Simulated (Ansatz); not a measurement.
```yaml
atoms:
  - { symbol: Li, position_ang: [0.0000, 0.0000, -1.1750] }
  - { symbol: F, position_ang: [0.0000, 0.0000, 0.3917] }
```

Basis set: pcseg-2 (spherical functions). Charge 0, multiplicity 1.

Computed with Ansatz (development build ahead of 0.2.0); free ground-state atoms in the same class of orbitals, no zero-point energy, no relativity. Restricted functionals stand beside restricted open-shell atoms, which can lie above the unrestricted atoms usual in DFT and then raise those values.

The atomization energy of singlet LiF from measured heats of formation, zero-point and thermal terms removed is 5.967 eV (G2/97 set, Curtiss et al., J. Chem. Phys. 106, 1063 (1997), as shipped with ASE); it holds spin-orbit and other relativistic effects.

Q: How far do PBE (restricted), PBE (unrestricted), PBE0 (restricted) miss it in this basis?

A:

```json
{"method": "PBE (restricted)", "atomization energy (eV)": "6.004", "computed − measured (eV)": "0.037"}
{"method": "PBE (unrestricted)", "atomization energy (eV)": "5.958", "computed − measured (eV)": "-0.009"}
{"method": "PBE0 (restricted)", "atomization energy (eV)": "5.715", "computed − measured (eV)": "-0.252"}
```
